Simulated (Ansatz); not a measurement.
# BFH4N+ (SMILES [NH3+]BF): functionals against CCSD(T) at one geometry

An exercise on one series of results from a longer session: the logs are not shown, and one member is left open.

The runs use Ansatz 0.2.0, Gaussian basis; single points in def2-TZVPP.

Correlated methods freeze the cores.

**Starting geometry**

SMILES `[NH3+]BF`, 7 atoms, charge 1, spin multiplicity 1.

Atoms are counted from 1 here; the program's logs count them from 0.

Bond lengths: N1–B2 1.580 Å, N1–H4 1.175 Å, N1–H5 1.038 Å, N1–H6 1.007 Å, B2–F3 1.305 Å, B2–H7 1.236 Å. Angles: B2–N1–H4 113.3°, B2–N1–H5 107.9°, B2–N1–H6 112.1°, H4–N1–H5 102.1°, H4–N1–H6 103.3°, H5–N1–H6 117.8°, N1–B2–F3 108.7°, N1–B2–H7 125.9°, F3–B2–H7 125.2°.

Coordinates:

```xyz
7

N    -0.4765    0.4586   -0.1659
B     0.6321   -0.5121    0.4048
F     1.1837   -1.1483   -0.5919
H    -1.3912   -0.1073   -0.6379
H    -0.0775    0.9514   -0.9882
H    -0.8980    1.0183    0.5573
H     0.9915   -0.5875    1.5854
```

The first run:

The input, run/in.yaml:

```yaml
crystal:
  periodic: [false, false, false]
  atoms:
    - {symbol: N, position_ang: [-0.476500, 0.458600, -0.165900]}
    - {symbol: B, position_ang: [0.632100, -0.512100, 0.404800]}
    - {symbol: F, position_ang: [1.183700, -1.148300, -0.591900]}
    - {symbol: H, position_ang: [-1.391200, -0.107300, -0.637900]}
    - {symbol: H, position_ang: [-0.077500, 0.951400, -0.988200]}
    - {symbol: H, position_ang: [-0.898000, 1.018300, 0.557300]}
    - {symbol: H, position_ang: [0.991500, -0.587500, 1.585400]}
basis:
  gaussian: {orbitals: def2-TZVPP}
total_charge: 1
correlation: {method: ccsd_t}
output: {forces: true}
```

No record of the launch command was kept for these runs.

Steps of the session up to this table: CCSD(T)/def2-TZVPP; PBE0-D4/def2-TZVPP; wB97M-V/def2-TZVPP; r2SCAN-D4/def2-TZVPP; PBE-D4/def2-TZVPP; CAM-B3LYP-D4/def2-TZVPP; r2SCANh-D4/def2-TZVPP.

One of the session's tables, all rows but one given; the rest of the session is left out.

| method | RMS force component (eV/Å) | angle to CCSD(T) forces (°) |
| --- | --- | --- |
| CCSD(T) | 1.298 | reference |
| PBE0-D4 | 1.313 | 4.5 |
| wB97M-V | 1.309 | 1.4 |
| r2SCAN-D4 | 1.284 | 2.0 |
| PBE-D4 | 1.215 | 7.3 |
| CAM-B3LYP-D4 | 1.312 | 4.1 |
| r2SCANh-D4 | ? | ? |

Estimate the missing values for r2SCANh-D4.

As computed: RMS force component (eV/Å): 1.314; angle to CCSD(T) forces (°): 3.8. In the column «RMS force component (eV/Å)» it is the highest.
